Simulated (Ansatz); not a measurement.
Start from GaAs in the zinc blende structure (space group F-43m, No. 216; a = 5.746 Å).

Computed with PBE/PAW in Ansatz (an electronic-structure program), spin-orbit coupling left out.

The change: every As is replaced by P; the structure is relaxed again.

Measured band gap: GaAs 1.57 eV (static lattice; corrected from measurement; as listed in Wei Chen et al., Physical Review Materials (2018)); GaP 2.43 eV (static lattice; corrected from measurement; as listed in Wei Chen et al., Physical Review Materials (2018)).

Measured lattice parameter a: GaAs 5.64 Å (static lattice; corrected from measurement; as listed in Daniel Mejia-Rodriguez, S. B. Trickey, Phys. Rev. B (2018)); GaP 5.439 Å (static lattice; corrected from measurement; as listed in Daniel Mejia-Rodriguez, S. B. Trickey, Phys. Rev. B (2018)).

How well does PBE reproduce the measured shift?

With PBE the band gap moves by +1.42 eV (0.16 → 1.58) against +0.86 eV measured; the lattice parameter a moves by -0.239 Å (5.746 → 5.506) against -0.201 Å measured.

No phonon test of stability was made.
